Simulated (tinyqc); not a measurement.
CCSD on RHF in the sto-3g basis, frozen core, for H2O, spin multiplicity 1, step by step. One step of it, computed by the program tinyqc.

Question. Iteration 8 (converged): orbitals. Diagonalise F' = X^T F X, C = X C', fill 5 alpha and 5 beta electrons from the bottom; D = 2 C_occ C_occ^T. Each column has its largest component positive (the first on a tie).

converged F (hartree), lower triangle:
```
             1O 1s      1O 2s     1O 2px     1O 2py     1O 2pz      2H 1s      3H 1s
1O 1s   -20.221163
1O 2s    -5.159465  -2.413896
1O 2px    0.000000   0.000000  -0.376813
1O 2py    0.000000   0.000000   0.000000  -0.277990
1O 2pz   -0.026991  -0.087205   0.000000   0.000000  -0.302172
2H 1s    -1.019769  -0.908910   0.000000  -0.400644  -0.303939  -0.485815
3H 1s    -1.019769  -0.908910   0.000000   0.400644  -0.303939  -0.275455  -0.485815
```

X:
```
                1          2          3         4          5          6         7
1O 1s   -0.329569   0.000000   0.748732  0.000000  -0.607757   0.000000  0.174839
1O 2s    1.125420   0.000000  -0.258924  0.000000  -0.265729   0.000000  0.452563
1O 2px   0.000000   0.000000   0.000000  1.000000   0.000000   0.000000  0.000000
1O 2py   0.000000   0.937343   0.000000  0.000000   0.000000   0.662399  0.000000
1O 2pz   0.447355   0.000000   0.653333  0.000000   0.666514   0.000000  0.180035
2H 1s   -0.705813  -0.809372  -0.174186  0.000000   0.141262   0.383566  0.377041
3H 1s   -0.705813   0.809372  -0.174186  0.000000   0.141262  -0.383566  0.377041
```

Give: F' = X^T F X; orbital energies; coefficients C; D after iteration 8.

Answer.

F' = X^T F X (hartree), lower triangle:
```
         1       2        3        4        5        6        7
1  -0.0022
2   0.0000  0.6960
3   1.8851  0.0000  -9.1630
4   0.0000  0.0000   0.0000  -0.3768
5  -1.3936  0.0000   8.7486   0.0000  -9.0457
6   0.0000  0.0995   0.0000   0.0000   0.0000  -0.5910
7   0.3242  0.0000  -4.1665   0.0000   4.2728   0.0000  -3.1430
```

orbital energies (hartree): MO1 -20.2298, MO2 -1.2230, MO3 -0.5987, MO4 -0.4147, MO5 -0.3768, MO6 0.5136, MO7 0.7036

coefficients C:
```
            MO1      MO2      MO3      MO4     MO5      MO6      MO7
1O 1s    0.9943  -0.2361   0.0000   0.0923  0.0000  -0.1279   0.0000
1O 2s    0.0254   0.8589   0.0000  -0.4797  0.0000   0.8003   0.0000
1O 2px   0.0000   0.0000   0.0000   0.0000  1.0000   0.0000   0.0000
1O 2py   0.0000   0.0000   0.5886   0.0000  0.0000   0.0000   0.9854
1O 2pz   0.0034   0.0971   0.0000   0.8003  0.0000   0.6736   0.0000
2H 1s   -0.0053   0.1557   0.4445   0.2894  0.0000  -0.7633  -0.7776
3H 1s   -0.0053   0.1557  -0.4445   0.2894  0.0000  -0.7633   0.7776
```

D after iteration 8, lower triangle:
```
          1O 1s    1O 2s  1O 2px   1O 2py  1O 2pz    2H 1s   3H 1s
1O 1s    2.1056
1O 2s   -0.4436   1.9371
1O 2px   0.0000   0.0000  2.0000
1O 2py   0.0000   0.0000  0.0000   0.6929
1O 2pz   0.1086  -0.6009  0.0000   0.0000  1.2998
2H 1s   -0.0307  -0.0105  0.0000   0.5232  0.4933   0.6111
3H 1s   -0.0307  -0.0105  0.0000  -0.5232  0.4933  -0.1791  0.6111
```
